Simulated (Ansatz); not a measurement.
## Ba₃Si₂: from a trial structure to a relaxed crystal

These are results of DFT PBE, scalar-relativistic, plane waves, PAW (Ansatz), not measurements. Cutoff 420 eV, Γ-centred k mesh, Gaussian smearing, no spin polarisation in the final step.

Ba₃Si₂ was placed on the anti-tetradymite structure type (R-3m, No. 166), with Si in place of Bi, Ba in place of Te, at a guessed volume.

```
Ba Si
1.0
     2.08138    1.20169    9.64826
    -2.08138    1.20169    9.64826
     0.00000   -2.40337    9.64826
Ba Si
3 2
Direct
  0.00000 0.00000 0.00000
  0.20950 0.20950 0.20950
  0.79050 0.79050 0.79050
  0.40000 0.40000 0.40000
  0.60000 0.60000 0.60000
```

Cell and atoms relax at zero pressure; the relaxation can't lower the symmetry of the start. After a coarse first stage the cell is made exact in the group found at 0.06 Å.

Energies over the elements count from the elements' standard structures at the same level, with no empirical corrections.

Question: Which crystal results?

Answer: It keeps R-3m (No. 166), but not the shape of the type it started on. Conventional cell: a = 5.736 Å, c = 17.538 Å. Around Ba on Wyckoff site a (1 atom of the primitive cell) lie 6 Si at 3.72 Å, 6 Ba at 3.76 Å and 2 Ba at 4.06 Å; around Ba on Wyckoff site c (2 atoms of the primitive cell) lie 4 Si at 3.31–3.47 Å, 3 Ba at 3.76 Å, 4 Ba at 4.02–4.06 Å and 3 Si at 4.08 Å; Si has 1 Si at 2.47 Å.

Space group R-3m:H (No. 166). a = 5.736 Å, b = 5.736 Å, c = 17.538 Å, α = 90.00°, β = 90.00°, γ = 120.00°
| atom | site | symmetry | x | y | z |
| --- | --- | --- | --- | --- | --- |
| Ba | 3a | -3m | 0.0000 | 0.0000 | 0.0000 |
| Ba | 6c | 3m | 0.3333 | 0.6667 | 0.8984 |
| Si | 6c | 3m | 0.6667 | 0.3333 | 0.7630 |

Question: What are its volume, energy, density and gap?

Answer: The volume per atom is 33.32 Å³. The density is 4.67 g/cm³, the energy over the elements is -0.28 eV/atom and the gap on the 12×12×12 mesh is 0 eV (a metal).

The final run used a 12×12×12 mesh on its 5-atom cell and 0.10 eV smearing. For metals, differences of a few meV/atom aren't resolved. Symmetry constrained the relaxation, so the result can be a saddle point.

Cost: 3 runs of about 3.5 core-minutes in all, on Intel Xeon 6975P-C (Granite Rapids) (shared hosts).